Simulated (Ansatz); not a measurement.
fcc Ti (model structure)

The numbers are results of r²SCAN-D4 (Ansatz, a program for electronic structure, PAW), not measurements.

Run with plane-wave cutoff 500 eV, 30×30×30 k mesh, Fermi–Dirac smearing 0.1 eV, no spin polarisation, scalar-relativistic PAW data made under PBE.

Cell (relaxed at this level):

```cif
data_Ti4
_chemical_formula_sum 'Ti4'
_space_group_name_H-M_alt 'Fm-3m'
_space_group_IT_number 225
_space_group_name_Hall '-F 4 2 3'
_cell_length_a 4.10550
_cell_length_b 4.10550
_cell_length_c 4.10550
_cell_angle_alpha 90.000
_cell_angle_beta 90.000
_cell_angle_gamma 90.000
loop_
_atom_site_label
_atom_site_type_symbol
_atom_site_symmetry_multiplicity
_atom_site_Wyckoff_symbol
_atom_site_fract_x
_atom_site_fract_y
_atom_site_fract_z
_atom_site_occupancy
Ti1 Ti 4 a 0.00000 0.00000 0.00000 1
```
(The calculation used a cell of 1 atom; values per cell refer to that cell.)

| Item | Result |
|---|---|
| band gap | zero (no gap) |

Note: the relaxation could raise the start's symmetry but not lower it, so the cell can be a saddle point.

The computed numbers hold no vibrational or temperature effects.

A model structure was made by putting elements into a prototype or built by hand; it is no filed structure, need not be a known phase, and can be a saddle point held by its symmetry.
